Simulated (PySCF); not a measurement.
**SiP: from constants to spectrum**

ROHF-CCSD(T) constants of SiP, ²Π (doublet), unpaired electrons π ↑ (basis Si cc-pV(D+d)Z, P cc-pV(D+d)Z; no relativity; PySCF 2.14; masses 27.9769 and 30.9738 u):

```
ωe           : 597.4 cm⁻¹
ωexe         : 2.65 cm⁻¹
Be           : 0.25832 cm⁻¹
αe           : 0.00146 cm⁻¹
De to Si + P : 2.90 eV
```

What force constant and bond length do these constants imply?

Reduced mass μred = 14.700 u; k = 5.8918×10⁻⁷·μred·ωe² (u, cm⁻¹, mdyn/Å) = 3.09 mdyn/Å; Re = √(16.8576/(μred·Be)) (u, cm⁻¹, Å) = 2.107 Å.

Estimate the centrifugal constant D from the Kratzer relation and find the Dunham coefficient a1.

D = 4Be³/ωe² = 1.93e-07 cm⁻¹; a1 = −1 − αeωe/(6Be²) = -3.18.

Correlated steps freeze 10 core orbitals. Correlated levels converge slowly with the basis: in double zeta they bind strong bonds too weakly, by up to about 1 eV, and carry superposition errors of some tenths. The state is the lowest determinant that a PBE0 search found; another state may lie lower at other levels.
